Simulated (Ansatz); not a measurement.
Results of Hartree–Fock (PAW; Ansatz, a quantum-chemistry and plane-wave program) for zinc-blende HgS (metastable phase).

Run with plane-wave cutoff 460 eV, 8×8×8 k mesh, Fermi–Dirac smearing 0.01 eV, scalar-relativistic PAW data made under PBE.

Cell (relaxed at this level):

```
CELL_PARAMETERS angstrom
      0.00000     3.03119     3.03119
      3.03119     0.00000     3.03119
      3.03119     3.03119     0.00000
ATOMIC_POSITIONS crystal
  Hg 0.00000 0.00000 0.00000
  S  0.25000 0.25000 0.25000
```

Problem. Estimate the bulk modulus B0 and band gap that the calculation returns.

Solution. 
* **bulk modulus B0**: 58.0 GPa
* **band gap**: 6.24 eV (on the SCF k mesh)

Note: the cell is over a tenth larger than the published one (another phase or state, or a fault of the published cell, is possible).

Spin–orbit coupling is not included.

Static lattice: no zero-point or thermal effects.
